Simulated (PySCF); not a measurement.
# BO: from the state search to spectroscopic constants, part 2 of 2

PySCF 2.14.0; B pcseg-2, O pcseg-2; no relativity. Earlier steps stand in the parts before.

### Step 8. B3LYP

Output of the SCF at 1.201 Å:

```text
[... 13 set-up lines left out, the same as in an earlier log ...]
max_memory 909 MB (current use 295 MB)
[... 3 set-up lines left out, the same as in an earlier log ...]
XC functionals = B3LYP
    P. J. Stephens, F. J. Devlin, C. F. Chabalowski, and M. J. Frisch.,  J. Phys. Chem. 98, 11623 (1994)
[... 2 set-up lines left out, the same as in an earlier log ...]
init E= -100.069522547635
cycle= 1 E= -100.070098702415  delta_E= -0.000576  |g|= 0.0163  |ddm|= 0.0491
cycle= 2 E= -100.069754757113  delta_E= 0.000344  |g|= 0.0345  |ddm|= 0.0199
cycle= 3 E= -100.070185723794  delta_E= -0.000431  |g|= 0.00377  |ddm|= 0.0163
cycle= 4 E= -100.070193880064  delta_E= -8.16e-06  |g|= 0.000691  |ddm|= 0.00266
cycle= 5 E= -100.070195216322  delta_E= -1.34e-06  |g|= 0.000304  |ddm|= 0.00159
cycle= 6 E= -100.07019538546  delta_E= -1.69e-07  |g|= 5.28e-05  |ddm|= 0.000718
cycle= 7 E= -100.070195386891  delta_E= -1.43e-09  |g|= 1.01e-05  |ddm|= 6.08e-05
cycle= 8 E= -100.070195386946  delta_E= -5.55e-11  |g|= 6.22e-07  |ddm|= 1.07e-05
Extra cycle  E= -100.070195386946  delta_E= 4.12e-13  |g|= 1.07e-06  |ddm|= 8.99e-07
converged SCF energy = -100.070195386946  <S^2> = 0.75699721  2S+1 = 2.006985
```

Re = 1.200 Å, ωe = 1921 cm⁻¹, ωexe = 11.5 cm⁻¹, αe = 0.0161 cm⁻¹, Be = 1.794 cm⁻¹, De = 8.46 eV, μ = -2.41 D.

### Step 9. M06-L

The SCF at the reference distance, 1.201 Å, printed, cut to the lines that bear on the results:

```text
[... 13 set-up lines left out, the same as in an earlier log ...]
max_memory 909 MB (current use 284 MB)
[... 3 set-up lines left out, the same as in an earlier log ...]
XC functionals = M06L
    Y. Zhao and D. G. Truhlar.,  J. Chem. Phys. 125, 194101 (2006)
    Y. Zhao and D. G. Truhlar.,  J. Chem. Phys. 125, 194101 (2006)
[... 3 set-up lines left out, the same as in an earlier log ...]
init E= -100.044250005809
cycle= 1 E= -99.2451543584045  delta_E= 0.799  |g|= 0.994  |ddm|=  3.6
cycle= 2 E= -99.0738116060132  delta_E= 0.171  |g|= 1.47  |ddm|= 3.77
cycle= 3 E= -100.009940722964  delta_E= -0.936  |g|= 0.22  |ddm|= 0.86
cycle= 4 E= -100.003811469988  delta_E= 0.00613  |g|= 0.261  |ddm|= 0.768
cycle= 5 E= -100.047500614292  delta_E= -0.0437  |g|= 0.0426  |ddm|= 0.518
cycle= 6 E= -100.047960029979  delta_E= -0.000459  |g|= 0.0562  |ddm|= 0.118
cycle= 7 E= -99.6500268545645  delta_E= 0.398  |g|= 0.821  |ddm|= 1.06
cycle= 8 E= -99.4721736550425  delta_E= 0.178  |g|= 0.956  |ddm|=  0.3
cycle= 9 E= -99.4701212160337  delta_E= 0.00205  |g|= 0.958  |ddm|= 0.00918
cycle= 10 E= -99.4356585711166  delta_E= 0.0345  |g|= 0.982  |ddm|= 0.0588
[... 10 lines of further cycles left out ...]
cycle= 21 E= -100.04882187862  delta_E= -9.05e-05  |g|= 0.0129  |ddm|= 0.00983
cycle= 22 E= -100.048828603837  delta_E= -6.73e-06  |g|= 0.0105  |ddm|= 0.00704
cycle= 23 E= -100.048831332389  delta_E= -2.73e-06  |g|= 0.00928  |ddm|= 0.0172
cycle= 24 E= -100.048852469936  delta_E= -2.11e-05  |g|= 0.00569  |ddm|= 0.00614
cycle= 25 E= -100.048860571074  delta_E= -8.1e-06  |g|= 0.00148  |ddm|= 0.00199
cycle= 26 E= -100.04886065656  delta_E= -8.55e-08  |g|= 0.00186  |ddm|= 0.000825
cycle= 27 E= -100.048861437967  delta_E= -7.81e-07  |g|= 0.000388  |ddm|= 0.000617
cycle= 28 E= -100.048861463894  delta_E= -2.59e-08  |g|= 0.000187  |ddm|= 0.000112
cycle= 29 E= -100.048861473897  delta_E= -1e-08  |g|= 3.34e-05  |ddm|= 0.000144
cycle= 30 E= -100.048861474218  delta_E= -3.22e-10  |g|= 5.66e-06  |ddm|= 2.33e-05
Extra cycle  E= -100.048861473455  delta_E= 7.63e-10  |g|= 5.33e-05  |ddm|= 3.18e-05
converged SCF energy = -100.048861473455  <S^2> = 0.7614168  2S+1 = 2.0113844
```

Re = 1.202 Å, ωe = 1924 cm⁻¹, ωexe = 11.0 cm⁻¹, αe = 0.0158 cm⁻¹, Be = 1.790 cm⁻¹, De = 8.61 eV, μ = -2.16 D. 45 s of CPU time for 9 points, integrals apart.

### Step 10. ωB97X (range-separated hybrid)

Log of the SCF at 1.201 Å:

```text
[... 13 set-up lines left out, the same as in an earlier log ...]
max_memory 909 MB (current use 296 MB)
[... 3 set-up lines left out, the same as in an earlier log ...]
XC functionals = WB97X
    J.-D. Chai and M. Head-Gordon.,  J. Chem. Phys. 128, 084106 (2008)
[... 2 set-up lines left out, the same as in an earlier log ...]
init E= -100.031279184537
cycle= 1 E= -100.032033549723  delta_E= -0.000754  |g|= 0.0127  |ddm|= 0.0636
cycle= 2 E= -100.03206819624  delta_E= -3.46e-05  |g|= 0.0158  |ddm|= 0.0179
cycle= 3 E= -100.03215934398  delta_E= -9.11e-05  |g|= 0.00253  |ddm|= 0.00835
cycle= 4 E= -100.032176684972  delta_E= -1.73e-05  |g|= 0.00107  |ddm|= 0.00757
cycle= 5 E= -100.03218086704  delta_E= -4.18e-06  |g|= 0.000436  |ddm|= 0.00501
cycle= 6 E= -100.032181621772  delta_E= -7.55e-07  |g|= 0.000183  |ddm|= 0.00142
cycle= 7 E= -100.032181729647  delta_E= -1.08e-07  |g|= 6.49e-05  |ddm|= 0.000596
cycle= 8 E= -100.032181741518  delta_E= -1.19e-08  |g|= 2.48e-05  |ddm|= 0.000168
cycle= 9 E= -100.032181743302  delta_E= -1.78e-09  |g|= 5.89e-06  |ddm|= 6.54e-05
cycle= 10 E= -100.032181743371  delta_E= -6.89e-11  |g|= 9.7e-07  |ddm|= 2.29e-05
Extra cycle  E= -100.032181743371  delta_E= -5.54e-13  |g|= 1.04e-06  |ddm|= 2.08e-06
converged SCF energy = -100.032181743371  <S^2> = 0.75839324  2S+1 = 2.0083757
```

Re = 1.200 Å, ωe = 1931 cm⁻¹, ωexe = 10.5 cm⁻¹, αe = 0.0157 cm⁻¹, Be = 1.794 cm⁻¹, De = 8.34 eV, μ = -2.44 D. 7 s of CPU time for 9 points, integrals apart.

### Step 11. UHF (mean field)

The SCF at the reference distance, 1.201 Å, printed:

```text
******** <class 'pyscf.scf.uhf_symm.SymAdaptedUHF'> ********
method = SymAdaptedUHF
[... 11 set-up lines left out, the same as in an earlier log ...]
max_memory 909 MB (current use 304 MB)
[... 1 set-up line left out, the same as in an earlier log ...]
Overwritten attributes  get_hcore get_jk get_k get_j get_occ  of <class 'pyscf.scf.uhf_symm.SymAdaptedUHF'>
[... 1 set-up line left out, the same as in an earlier log ...]
init E= -99.5451162961282
cycle= 1 E= -99.5543844807609  delta_E= -0.00927  |g|= 0.0346  |ddm|= 0.14
cycle= 2 E= -99.55503578332  delta_E= -0.000651  |g|= 0.02  |ddm|= 0.0351
cycle= 3 E= -99.5552742960504  delta_E= -0.000239  |g|= 0.0101  |ddm|= 0.013
cycle= 4 E= -99.5554286259695  delta_E= -0.000154  |g|= 0.006  |ddm|= 0.0121
cycle= 5 E= -99.5555542865354  delta_E= -0.000126  |g|= 0.00421  |ddm|= 0.0123
cycle= 6 E= -99.5556490180986  delta_E= -9.47e-05  |g|= 0.00188  |ddm|= 0.0158
cycle= 7 E= -99.5556699244252  delta_E= -2.09e-05  |g|= 0.000575  |ddm|= 0.00963
cycle= 8 E= -99.5556710700464  delta_E= -1.15e-06  |g|= 9.86e-05  |ddm|= 0.00225
cycle= 9 E= -99.5556710864299  delta_E= -1.64e-08  |g|= 2.05e-05  |ddm|= 0.000267
cycle= 10 E= -99.5556710870604  delta_E= -6.31e-10  |g|= 7.8e-06  |ddm|= 4.46e-05
Extra cycle  E= -99.555671087085  delta_E= -2.46e-11  |g|= 5.46e-06  |ddm|= 7.42e-06
converged SCF energy = -99.555671087085  <S^2> = 0.79793824  2S+1 = 2.0473771
```

Re = 1.179 Å, ωe = 2080 cm⁻¹, ωexe = 10.6 cm⁻¹, αe = 0.0149 cm⁻¹, Be = 1.858 cm⁻¹, De = 5.88 eV, μ = -2.82 D.

### Step 12. Adding correlation

Reference: UHF; core orbitals frozen: 2.

The coupled-cluster run at the reference distance, 1.201 Å, printed:

```text
******** <class 'pyscf.cc.uccsd.UCCSD'> ********
CC2 = 0
CCSD nocc = (np.int64(5), np.int64(4)), nmo = (58, 58)
frozen orbitals [[0, 1], [0, 1]]
max_cycle = 80
direct = 0
conv_tol = 1e-07
conv_tol_normt = 1e-05
diis_space = 8
diis_start_cycle = 0
diis_start_energy_diff = 1e+09
max_memory 909 MB (current use 370 MB)
Init t2, MP2 energy = -0.292059385330842
Init E_corr(UCCSD) = -0.292059385346991
cycle = 1  E_corr(UCCSD) = -0.280270517616299  dE = 0.0117888677  norm(t1,t2) = 0.0907007
cycle = 2  E_corr(UCCSD) = -0.291729090987575  dE = -0.0114585734  norm(t1,t2) = 0.0332479
cycle = 3  E_corr(UCCSD) = -0.291113669734573  dE = 0.000615421253  norm(t1,t2) = 0.0241841
cycle = 4  E_corr(UCCSD) = -0.293354289204953  dE = -0.00224061947  norm(t1,t2) = 0.0133882
cycle = 5  E_corr(UCCSD) = -0.29384391950439  dE = -0.000489630299  norm(t1,t2) = 0.0046608
cycle = 6  E_corr(UCCSD) = -0.293670582736048  dE = 0.000173336768  norm(t1,t2) = 0.00207333
cycle = 7  E_corr(UCCSD) = -0.293671739583258  dE = -1.15684721e-06  norm(t1,t2) = 0.000664016
cycle = 8  E_corr(UCCSD) = -0.293717139488025  dE = -4.53999048e-05  norm(t1,t2) = 0.000182029
cycle = 9  E_corr(UCCSD) = -0.293712129732771  dE = 5.00975525e-06  norm(t1,t2) = 6.98391e-05
cycle = 10  E_corr(UCCSD) = -0.293711903859845  dE = 2.25872927e-07  norm(t1,t2) = 3.45393e-05
cycle = 11  E_corr(UCCSD) = -0.293712496568152  dE = -5.92708307e-07  norm(t1,t2) = 1.65839e-05
cycle = 12  E_corr(UCCSD) = -0.293712823336135  dE = -3.26767984e-07  norm(t1,t2) = 7.42381e-06
cycle = 13  E_corr(UCCSD) = -0.293712572390605  dE = 2.50945531e-07  norm(t1,t2) = 2.42562e-06
cycle = 14  E_corr(UCCSD) = -0.293712522481351  dE = 4.99092542e-08  norm(t1,t2) = 1.12462e-06
UCCSD converged
E(UCCSD) = -99.84938360956639  E_corr = -0.2937125224813507
UCCSD(T) correction = -0.0136241146555027
```

Correlation energy (eV) along the bond:

```tsv
R (Å)	MP2	SCS-MP2	CCSD	CCSD(T)	T1
1.033	-7.486	-7.249	n/a	n/a	n/a
1.081	-7.613	-7.366	-7.733	-8.037	0.020
1.129	-7.745	-7.486	-7.835	-8.164	0.023
1.165	-7.846	-7.576	-7.913	-8.263	0.026
1.201	-7.947	-7.666	-7.992	-8.363	0.028
1.237	-8.047	-7.752	-8.071	-8.465	0.031
1.285	-8.174	-7.860	-8.176	-8.601	0.036
1.345	-8.315	-7.970	-8.304	-8.769	0.043
1.417	-8.439	-8.046	-8.450	-8.960	0.053
```

UHF-MP2: Re = 1.209 Å, ωe = 1907 cm⁻¹, ωexe = 6.77 cm⁻¹, αe = 0.0137 cm⁻¹, Be = 1.769 cm⁻¹, De = 8.92 eV.

UHF-SCS-MP2: Re = 1.205 Å, ωe = 1941 cm⁻¹, ωexe = 5.98 cm⁻¹, αe = 0.0131 cm⁻¹, Be = 1.780 cm⁻¹, De = 8.53 eV.

UHF-CCSD: Re = 1.202 Å, ωe = 1932 cm⁻¹, ωexe = 10.4 cm⁻¹, αe = 0.0153 cm⁻¹, Be = 1.789 cm⁻¹, De = 7.96 eV.

UHF-CCSD(T): Re = 1.209 Å, ωe = 1880 cm⁻¹, ωexe = 10.3 cm⁻¹, αe = 0.0158 cm⁻¹, Be = 1.768 cm⁻¹, De = 8.22 eV.

### Step 13. The curves together

Energy (eV) from each level's lowest point:

```tsv
R (Å)	UHF	UHF-MP2	UHF-SCS-MP2	UHF-CCSD	UHF-CCSD(T)	PBE	r²SCAN	M06-L	B3LYP	PBE0	M06	ωB97X
1.033	1.531	1.980	1.936	n/a	n/a	1.997	1.874	n/a	1.817	1.805	1.808	1.828
1.081	0.614	0.936	0.902	0.862	0.928	0.955	0.865	0.845	0.827	0.814	0.805	0.831
1.129	0.137	0.327	0.305	0.282	0.324	0.342	0.288	0.275	0.265	0.256	0.250	0.267
1.165	0.000	0.089	0.078	0.067	0.089	0.098	0.071	0.064	0.060	0.055	0.052	0.060
1.201	0.012	0.000	0.000	0.000	0.000	0.000	0.000	0.000	0.000	0.000	0.000	0.000
1.237	0.141	0.030	0.043	0.050	0.028	0.017	0.044	0.051	0.055	0.061	0.065	0.055
1.285	0.455	0.216	0.249	0.259	0.205	0.178	0.241	0.260	0.265	0.281	0.291	0.269
1.345	1.007	0.628	0.691	0.684	0.590	0.540	0.646	0.679	0.684	0.715	0.736	0.697
1.417	1.818	1.314	1.426	1.349	1.209	1.123	1.279	1.333	1.330	1.383	1.422	1.361
```

### Step 14. Results

This closing draws on all 2 parts.

Lowest PBE0 solution found, without spin–orbit coupling: ²Σ⁺ (doublet), unpaired electrons σ ↑. The other levels ran on it alone.

```tsv
level	Re (Å)	ωe (cm⁻¹)	De (eV)	μ (D)
UHF	1.179	2080	5.88	-2.82
UHF-MP2	1.209	1907	8.92	n/a
UHF-SCS-MP2	1.205	1941	8.53	n/a
UHF-CCSD	1.202	1932	7.96	n/a
UHF-CCSD(T)	1.209	1880	8.22	n/a
PBE	1.213	1851	9.01	-2.19
r²SCAN	1.204	1903	8.77	-2.34
M06-L	1.202	1924	8.61	-2.16
B3LYP	1.200	1921	8.46	-2.41
PBE0	1.199	1940	8.50	-2.39
M06	1.198	1951	8.51	-2.31
ωB97X	1.200	1931	8.34	-2.44
```

De is counted to B + O in their ground configurations. A positive dipole means B(−)O(+).

Time per point (s) on 1 thread, shared host (CPU time, shared integrals of 0.077 s apart; correlated levels include their reference; CCSD comes with the CCSD(T) run); the times are rough: UHF 0.22, UHF-MP2 0.3, UHF-SCS-MP2 0.3, UHF-CCSD(T) 6.9, PBE 0.59, r²SCAN 0.86, M06-L 5, B3LYP 0.8, PBE0 0.82, M06 1.4, ωB97X 0.77.

What this shows: Bond lengths run from 1.179 Å (UHF) to 1.213 Å (PBE). Among the levels with a De in the table, it runs from 5.88 eV (UHF) to 9.01 eV (PBE).

Correlated steps freeze 2 core orbitals. T1 is 0.028 near the minimum (highest on the curve 0.053), which may point to more than one leading configuration.
